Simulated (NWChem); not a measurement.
Species: NH, triplet; SMILES [NH]

```xyz
2

N      0.0000     0.0000    -0.1395
H      0.0000     0.0000     0.9072
```
Atoms are numbered in this order, from 1.

Coordinates come from a PBE0/def2-SVP, spin-unrestricted optimisation. No stability test was run on the SCF state.

 States above −ε(HOMO) = 7.9 eV lie in this functional's continuum and hang on the basis.

Question: List the 4 lowest vertical excitations from PBE/6-31+G* (spherical d), spin-unrestricted, TDA (NWChem).

Answer: 
```json
[
 {"state": "state 1", "energy (eV)": "4.20", "oscillator strength": "0.010", "<S²>": "2.01"},
 {"state": "state 2", "energy (eV)": "4.20", "oscillator strength": "0.010", "<S²>": "2.01"},
 {"state": "state 3", "energy (eV)": "8.06", "oscillator strength": "0.044", "<S²>": "2.00"},
 {"state": "state 4", "energy (eV)": "8.06", "oscillator strength": "0.044", "<S²>": "2.00"}
]
```
